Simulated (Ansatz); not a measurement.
(H3Si)2NH (Si2NH7), 10 atoms. Hardware: 4 threads of AMD EPYC 9R45 on a shared host.

Correlated methods freeze 11 core orbitals.

Question: How many basis functions does each of these Ansatz runs have, and roughly what does it cost? ωB97M-V/def2-TZVP, charge 0 singlet, energy, from earlier orbitals; MP2/def2-TZVP, charge 0 singlet, energy, from earlier orbitals; PBE-D4/def2-TZVP, charge 1 doublet at the geometry of the charge 0 singlet, energy, from earlier orbitals; PBE0-D4/def2-TZVP, charge 0 triplet at the geometry of the charge 0 singlet, energy; LDA (SPW92)/def2-TZVP, charge 0 singlet, energy, from earlier orbitals; RPA@PBE/def2-TZVP, charge 0 singlet, energy, from earlier orbitals; PBE0-D4/def2-TZVP, charge 1 doublet at the geometry of the charge 0 singlet, energy, from earlier orbitals; CCSD(T)/def2-TZVPP, charge 0 singlet, energy, from earlier orbitals; PBE-D4/def2-TZVPD, charge 0 singlet, energy, from earlier orbitals; r2SCAN-D4/def2-TZVPD, charge 0 singlet, energy, from earlier orbitals; PBE-D4/def2-TZVPD, charge -1 doublet at the geometry of the charge 0 singlet, energy, from earlier orbitals; PBE0-D4/def2-SVP, charge -1 doublet at the geometry of the charge 0 singlet, energy with a search over starts.

Answer: Other jobs shared the machine, so times can vary by a factor of up to 3. A dash marks memory too small to be measured apart from the calling script's.

| run | functions | fitting or Cholesky vectors | wall time | peak host memory (GiB) |
| --- | --- | --- | --- | --- |
| LDA (SPW92)/def2-TZVP, charge 0 singlet, energy, from earlier orbitals | 147 | 967 | 0.3 s | – |
| MP2/def2-TZVP, charge 0 singlet, energy, from earlier orbitals | 147 | 979 | 0.4 s | – |
| PBE-D4/def2-TZVPD, charge 0 singlet, energy, from earlier orbitals | 186 | 1086 | 0.55 s | – |
| PBE0-D4/def2-SVP, charge -1 doublet at the geometry of the charge 0 singlet, energy with a search over starts | 85 | 834 | 0.6 s | – |
| PBE-D4/def2-TZVP, charge 1 doublet at the geometry of the charge 0 singlet, energy, from earlier orbitals | 147 | 967 | 0.7 s | – |
| RPA@PBE/def2-TZVP, charge 0 singlet, energy, from earlier orbitals | 147 | 979 | 0.75 s | – |
| PBE0-D4/def2-TZVP, charge 1 doublet at the geometry of the charge 0 singlet, energy, from earlier orbitals | 147 | 999 | 0.85 s | – |
| PBE0-D4/def2-TZVP, charge 0 triplet at the geometry of the charge 0 singlet, energy | 147 | 999 | 0.9 s | – |
| r2SCAN-D4/def2-TZVPD, charge 0 singlet, energy, from earlier orbitals | 186 | 1086 | 0.95 s | – |
| ωB97M-V/def2-TZVP, charge 0 singlet, energy, from earlier orbitals | 147 | 967 | 1.4 s | – |
| PBE-D4/def2-TZVPD, charge -1 doublet at the geometry of the charge 0 singlet, energy, from earlier orbitals | 186 | 1086 | 2.5 s | – |
| CCSD(T)/def2-TZVPP, charge 0 singlet, energy, from earlier orbitals | 213 | 1202 | 9 s | 2.8 |
